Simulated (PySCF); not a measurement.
C3H5Cl.
Bonds: Cl1–C2, C2–C3, C3–C4, C2–C4. Hydrogens: H5 on C2; H6, H7 on C3; H8, H9 on C4.

NICS is the negative of the GIAO shielding at a point without a nucleus: at the ring centre (0) and 1 Å above and below it (1); zz is the component along the ring normal. Level: GIAO B97-2/pcSseg-2 (PySCF, non-relativistic, gas phase) on the PBE0-D3(BJ)/def2-TZVP geometry, one conformer.

Ring bond lengths (Å): C2–C3 1.488, C3–C4 1.503, C4–C2 1.488.

Give the NICS values of each ring in ppm.

```csv
ring,type,NICS(0),"NICS(1), two faces","NICS(1)zz, two faces",rms pucker (Å),"centre to ring atoms, mean (Å)"
C2–C3–C4,3-membered carbocycle; formal bonds all single,-42.9,-7.8 / -9.5,-18.8 / -25.1,0.00,0.86
```

What do they say, and how far can they be read as aromaticity?

- C2–C3–C4: mean NICS(1)zz -21.9 ppm, shielded. C2, C3, C4 have four or more neighbours; no verdict on aromaticity is drawn. The two faces differ by 6.3 ppm, so no symmetry operation interchanges them. NICS(0) lies 34 ppm below the mean NICS(1).

What is the mean of the two in-plane components of NICS at the second NICS(1) probe listed for ring C2–C3–C4, 1 Å off the ring?

The isotropic value is a third of the trace: (3 × -9.5 − (-25.1))/2 = -1.7 ppm.

List the ring angles.

- C2–C3–C4: C2 60.7°, C3 59.7°, C4 59.6°; sum 180.0° against 180° for a flat convex ring.

What are the shieldings of the ring atoms and their hydrogens in the same run (means over atoms taken as equivalent)?

```csv
atoms,environment,σ isotropic (ppm),"principal values of the symmetric part, first atom (ppm)"
C2,sp3 C–Cl carbon,151.4,"111.2, 129.8, 213.2"
C3 (×2),three-membered-ring carbon,174.0,"138.3, 172.6, 211.2"
H5,methine hydrogen,28.80,"21.3, 27.4, 37.8"
H6 (×2),methylene hydrogen,30.90,"25.3, 26.5, 40.9"
H7 (×2),methylene hydrogen,31.01,"25.6, 28.7, 38.8"
```

How do the values depend on the level or the medium?

| level | NICS(0), C2–C3–C4 | mean NICS(1)zz, C2–C3–C4 |
| --- | --- | --- |
| B97-2/pcSseg-2, gas | -42.9 | -21.9 |
| KT3/pcSseg-2, gas | -41.5 | -21.2 |
| PBE0/pcSseg-2, gas | -43.2 | -22.2 |
| wB97X-D/pcSseg-2, gas | -43.1 | -22.2 |
| WP04/pcSseg-2, IEF-PCM chloroform | -41.2 | -20.9 |
| wB97X-D/pcSseg-2, IEF-PCM chloroform | -43.3 | -22.3 |

The geometry is the same throughout; the continuum's cavity takes Bondi-type radii × 1.2.
